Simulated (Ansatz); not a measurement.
System: body-centred tetragonal In. Method: r²SCAN+rVV10 in Ansatz (plane waves, PAW).

Run with plane-wave cutoff 600 eV, 24×24×24 k mesh, Fermi–Dirac smearing 0.05 eV, scalar-relativistic PAW data made under PBE.

Starting structure:

```yaml
crystal:
  lattice:
    - [-1.62500, 1.62500, 2.47500]
    - [1.62500, -1.62500, 2.47500]
    - [1.62500, 1.62500, -2.47500]
  atoms:
    - { symbol: In, position: [0.00000, 0.00000, 0.00000] }
```

Task: Into what structure does the relaxation of cell and atoms lead at this level, with the symmetry of the start kept?

Result: The volume decreases by 1.8 %; final space group I4/mmm.
```yaml
crystal:
  lattice:
    - [-1.61133, 1.61133, 2.47127]
    - [1.61133, -1.61133, 2.47127]
    - [1.61133, 1.61133, -2.47127]
  atoms:
    - { symbol: In, position: [0.00000, 0.00000, 0.00000] }
```

Ansatz is a quantum-chemistry and plane-wave program.
